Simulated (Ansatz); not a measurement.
**One shape, several levels: [NO2]− (SMILES O=N[O-])**

We compute a comparison of 6 runs (HF/STO-3G, BLYP/STO-3G, HSE06/STO-3G, r2SCAN/STO-3G, wB97M-V/STO-3G, MP2/STO-3G) of [NO2]−. 

The calculation is run with Ansatz 0.2.0.

12 further runs of the same task are left out: 10 that didn't finish, 2 set aside as unsound or not needed.

## Step 1: The system as given

The species is [NO2]− (3 atoms), meant as a singlet with charge -1. As SMILES, `O=N[O-]`. The O3–N2 distance was set to 3.180 Å, away from the relaxed value. At this shape a bond of the SMILES string is far longer than usual.

Bond lengths: O1–N2 1.272 Å.

## Step 2: A single-point energy at HF/STO-3G (run 1)

molecule.yaml reads:

```yaml
crystal:
  periodic: [false, false, false]
  atoms:
    - {symbol: O, position_ang: [1.821443, 1.791952, 1.200585]}
    - {symbol: "N", position_ang: [1.819363, 0.527972, 1.059335]}
    - {symbol: O, position_ang: [-0.662520, -0.766520, -0.449410]}
basis:
  gaussian: {orbitals: STO-3G}
total_charge: -1
hamiltonian: {xc: hf}
accuracy: high
```

Launch:

```sh
$ ansatz run molecule.yaml --threads 1 --pin off --max-ram 2610MiB --events-out events.jsonl --progress --plain --runs-dir runs
```

Log:

```text
Warning: RAYON_NUM_THREADS=1 ignored (pool sized by the plan → 1); use --threads N
Functional definition: HF
  name "HF"
  exchange = exact_x
  correlation = 0
229 factors; integrals over basis functions are off by at most 3.1e-8 eV
mean field evaluation 1: about -5436.2050 eV, gradient 8.1e0 eV
mean field evaluation 2: about -5436.1982 eV, gradient 8.3e0 eV
mean field evaluation 4: about -5436.1257 eV, gradient 8.7e0 eV
mean field evaluation 8: about -5436.4013 eV, gradient 8.4e0 eV
mean field evaluation 16: about -5467.4894 eV, gradient 3.3e-2 eV
mean field evaluation 32: about -5467.4372 eV, gradient 9.4e-2 eV
mean field evaluation 64: about -5467.3258 eV, gradient 3.7e-1 eV
mean field evaluation 96: about -5466.2731 eV, gradient 9.7e0 eV
mean field evaluation 128: about -5467.1466 eV, gradient 8.5e-2 eV
mean field evaluation 160: about -5467.3251 eV, gradient 4.9e-3 eV
mean field -5467.47293798 eV, -200.9259244845 hartree, gradient 1.4e-8 eV, S^2 0.000000; 5 other end points of the search recorded, 0 dependent functions left out
reference -5467.47293798 eV, -200.9259244845 hartree; 12, 12 occupied and 3, 3 virtual orbitals, 229 factors
Total energy: -5467.47293798 eV, -200.9259244845 hartree
```

It took 0.14 s on 1 thread of Arm Neoverse V1, shared host.

## Step 3: A single-point energy at BLYP/STO-3G (run 2)

input.yaml reads:

```yaml
crystal:
  periodic: [false, false, false]
  atoms:
    - symbol: O
      position_ang: [1.821443, 1.791952, 1.200585]
    - symbol: N
      position_ang: [1.819363, 0.527972, 1.059335]
    - symbol: O
      position_ang: [-0.662520, -0.766520, -0.449410]
basis:
  gaussian:
    orbitals: STO-3G
accuracy: high
hamiltonian:
  xc: {name: BLYP}
total_charge: -1
```

Launch:

```sh
$ ansatz run input.yaml --threads 1 --pin off --max-ram 2610MiB --events-out events.jsonl --progress --plain --runs-dir runs
```

Log (excerpt; [...] marks lines left out):

```text
Warning: RAYON_NUM_THREADS=1 ignored (pool sized by the plan → 1); use --threads N
Functional definition: BLYP
  name "BLYP"
[...]
229 factors; integrals over basis functions are off by at most 3.1e-8 eV
[...]
mean field -5494.15693790 eV, -201.9065433944 hartree, gradient 2.5e-8 eV, S^2 0.000000; 9 other end points of the search recorded, 0 dependent functions left out
reference -5494.15696551 eV, -201.9065444090 hartree; 12, 12 occupied and 3, 3 virtual orbitals, 229 factors
Total energy: -5494.15696551 eV, -201.9065444090 hartree
```

It took 3.9 s on 1 thread of Arm Neoverse V1, shared host.

Run 3 isn't shown in full; the table further down has it.

## Step 4: The energy at r2SCAN/STO-3G (run 4)

run.yaml reads:

```yaml
crystal:
  periodic: [false, false, false]
  atoms:
    - symbol: O
      position_ang: [1.821443, 1.791952, 1.200585]
    - symbol: N
      position_ang: [1.819363, 0.527972, 1.059335]
    - symbol: O
      position_ang: [-0.662520, -0.766520, -0.449410]
basis:
  gaussian:
    orbitals: STO-3G
total_charge: -1
hamiltonian:
  xc: {name: r2SCAN}
accuracy: high
```

Launch:

```sh
$ ansatz run run.yaml --threads 1 --pin off --max-ram 2610MiB --events-out events.jsonl --progress --plain --runs-dir runs
```

Log (excerpt; [...] marks lines left out):

```text
Warning: RAYON_NUM_THREADS=1 ignored (pool sized by the plan → 1); use --threads N
Functional definition: r2SCAN
  name "r2SCAN"
[...]
229 factors; integrals over basis functions are off by at most 3.1e-8 eV
[...]
mean field -5493.31296877 eV, -201.8755281012 hartree, gradient 7.6e-8 eV, S^2 0.000000; 9 other end points of the search recorded, 0 dependent functions left out
reference -5493.31296891 eV, -201.8755281063 hartree; 12, 12 occupied and 3, 3 virtual orbitals, 229 factors
Total energy: -5493.31296891 eV, -201.8755281063 hartree
```

It took 12 s on 1 thread of Arm Neoverse V1, shared host; peak memory 0.11 GiB.

Run 5 isn't shown in full; the table further down has it.

## Step 5: The energy at MP2/STO-3G (run 6)

run.yaml reads:

```yaml
crystal:
  periodic: [false, false, false]
  atoms:
    - {symbol: O, position_ang: [1.821443, 1.791952, 1.200585]}
    - {symbol: N, position_ang: [1.819363, 0.527972, 1.059335]}
    - {symbol: O, position_ang: [-0.662520, -0.766520, -0.449410]}
basis:
  gaussian:
    orbitals: STO-3G
accuracy: high
correlation:
  method: mp2
  frozen_orbitals: {"N": 1, O: 1}
total_charge: -1
```

Launch:

```sh
$ ansatz run run.yaml --threads 1 --pin off --max-ram 2610MiB --events-out events.jsonl --progress --plain --runs-dir runs
```

Log (excerpt; [...] marks lines left out):

```text
Warning: RAYON_NUM_THREADS=1 ignored (pool sized by the plan → 1); use --threads N
[... 2 set-up lines as earlier in the session ...]
[...]
229 factors; integrals over basis functions are off by at most 3.1e-8 eV
[...]
mean field -5467.47293798 eV, -200.9259244845 hartree, gradient 1.4e-8 eV, S^2 0.000000; 17 other end points of the search recorded, 0 dependent functions left out; unrestricted orbitals would lower it
[...]
unrestricted determinant -5471.31551763 eV, -201.0671366820 hartree, S^2 1.9971
3 core orbitals not correlated: weight in the atoms' cores, before any rotation towards them, 1.000 or more for the frozen orbitals, at most 0.000 for the correlated occupied ones
reference -5467.47293798 eV, -200.9259244845 hartree; 9, 9 occupied and 3, 3 virtual orbitals, 229 factors
second order -3.16255852 eV of doubles, -0.00000000 eV of singles
WARN: the method's energy lies above the unrestricted determinant's, so it is not that of the lowest state
Total energy: -5470.63549650 eV, -201.0421463664 hartree
```

It took 0.44 s on 1 thread of Arm Neoverse V1, shared host.

## Step 6: All runs side by side

```csv
run,level,frozen core orbitals,energy (Eh),wall time
1,HF/STO-3G,–,-200.925924,0.14 s
2,BLYP/STO-3G,–,-201.906544,3.9 s
3,HSE06/STO-3G,–,-201.704788,1.8 s
4,r2SCAN/STO-3G,–,-201.875528,12 s
5,wB97M-V/STO-3G,–,-201.891514,17 s
6,MP2/STO-3G,3,-201.042146,0.44 s
```

## Step 7: What came out

| quantity | value |
| --- | --- |
| run 6: total energy | -201.04215 Eh |
| run 6: correlation energy (3 core orbitals frozen) | -116.2 mEh |

What this shows: Totals of different functionals can't be ranked against each other. In run 6 the log says that unrestricted orbitals would lower the reference, so the values rest on an unstable closed-shell determinant (other closed-shell runs at this shape may share the fault). In runs 1, 2, 3, 4, 5, 6 the basis is minimal, so the values are rough. All runs together took 35 s, the longest 17 s.
